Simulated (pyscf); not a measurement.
## Insertion: Ga–AsH₂ [singlet] + silane (SiH₄) → H₃Si–GaH–AsH₂

Gas phase, singlet surface, charge 0. Bonds broken: Si5–H6. Bonds formed: Ga1–Si5, Ga1–H6. PySCF, gas phase, ωB97X-D3(BJ)/def2-SVP geometries.

Transition state (Å):

```xyz
9

Ga    -0.5614    -0.6944     0.1303
As    -1.9285    -0.0035     1.9850
H     -2.4635    -1.4039     2.2366
H     -3.0844     0.3839     1.0794
Si     0.4518     0.3594    -1.7903
H     -0.6728     1.0628    -0.5193
H      1.4237     1.4249    -1.4039
H     -0.5575     0.7879    -2.8038
H      1.2806    -0.6838    -2.4921
```

One imaginary mode, 392i cm⁻¹; descent along it reached the two sides named, in the forms told below.

```tsv
bond	change	reactant side (Å)	saddle	product side
Si5–H6	breaks	1.497	1.837	3.5
Ga1–Si5	forms	3.3	2.414	2.396
Ga1–H6	forms	2.7	1.877	1.571
```

Electronic energies relative to the separated reactants (kJ/mol):

| level | barrier | reaction energy | reverse barrier |
|---|---|---|---|
| ωB97X-D3(BJ)/def2-TZVP | 83.3 | -82.7 | 165.9 |
| PBE/def2-TZVP | 65.7 | -62.8 | 128.5 |
| r²SCAN/def2-TZVP | 61.3 | -80.7 | 142.0 |
| B3LYP-D3(BJ)/def2-TZVP | 96.2 | -48.1 | 144.3 |
| PBE0-D3(BJ)/def2-TZVP | 69.4 | -77.3 | 146.6 |
| M06-2X/def2-TZVP | 96.7 | -54.7 | 151.5 |
| ωB97M-D3(BJ)/def2-TZVP | 101.4 | -53.7 | 155.1 |
| HF/def2-TZVP | 160.9 | -39.2 | 200.1 |

With ωB97M-D3(BJ)/def2-TZVP energies and thermal terms (ideal gas, 1 atm, RRHO with modes under 100 cm⁻¹ raised to 100, one conformer, R ln 2 for chiral ones without a mode under 150 cm⁻¹), in kJ/mol:

```tsv
T (K)	ΔH‡	ΔG‡	ΔH	ΔG
298	97.5	137.7	-50.9	-12.3
600	100.2	177.6	-46.0	+25.0
900	103.7	215.5	-40.7	+59.4
1200	107.1	252.3	-35.4	+91.9
```

On the reactant side the descent ends in a complex (not fully relaxed), 25.7 kJ/mol under the separated species and 109.0 kJ/mol under the saddle at ωB97X-D3(BJ)/def2-TZVP. One saddle was located; it need not be the lowest between these sides. Elements up to Kr have no core potential and no relativistic terms here.
